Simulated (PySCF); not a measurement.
Reaction (SMILES): N#N (N2) + H+ → N#[NH+]
B3LYP-D3(BJ)/def2-TZVP geometries, fixed; electronic energies without zero-point terms; positive where energy is released.

How fast the proton affinity converges with the basis for several methods (PySCF): deviation from each method's own reference, in kcal/mol. References: HF 121.37 kcal/mol, the value in aug-pcseg-3; M06-2X 120.40 kcal/mol, the value in aug-pcseg-3; PBE 124.23 kcal/mol, the value in aug-pcseg-3. All functions are spherical. Density fitting with generated auxiliary sets. No added dispersion term, no relativity. 

| basis | functions | HF | M06-2X | PBE |
|---|---|---|---|---|
| 6-31G** | 33 | -0.83 | 1.16 | ___ |
| pcseg-1 | 33 | -3.89 | -2.62 | ___ |
| 6-311G** | 42 | -0.54 | -0.11 | ___ |
| 6-311+G** | 50 | -1.18 | -1.38 | ___ |
| 6-311++G(2d,2p) | 64 | -1.73 | -1.88 | ___ |
| def2-TZVPD | 83 | -0.63 | -0.15 | ___ |
| jun-cc-pV(T+d)Z | 92 | -0.37 | -0.86 | ___ |
| 6-311++G(3df,3pd) | 96 | -0.71 | -0.92 | ___ |
| pcseg-3 | 153 | 0.06 | 0.11 | ___ |
| def2-QZVPPD | 159 | -0.08 | -0.11 | ___ |
| aug-pcseg-3 | 219 | 0.00 | 0.00 | ___ |
| cc-pV5Z | 237 | 0.05 | 0.18 | ___ |

### Question
What belongs in the gaps?

### Answer

- 6-31G**, PBE: 2.18
- pcseg-1, PBE: -1.37
- 6-311G**, PBE: 1.16
- 6-311+G**, PBE: -0.89
- 6-311++G(2d,2p), PBE: -1.17
- def2-TZVPD, PBE: -0.35
- jun-cc-pV(T+d)Z, PBE: -0.21
- 6-311++G(3df,3pd), PBE: -0.28
- pcseg-3, PBE: 0.25
- def2-QZVPPD, PBE: 0.01
- aug-pcseg-3, PBE: 0.00
- cc-pV5Z, PBE: 0.32

Mean absolute deviation over 6-311G**, 6-311+G**, 6-311++G(2d,2p), def2-TZVPD, jun-cc-pV(T+d)Z, 6-311++G(3df,3pd): PBE 0.68, HF 0.86, M06-2X 0.88 kcal/mol.
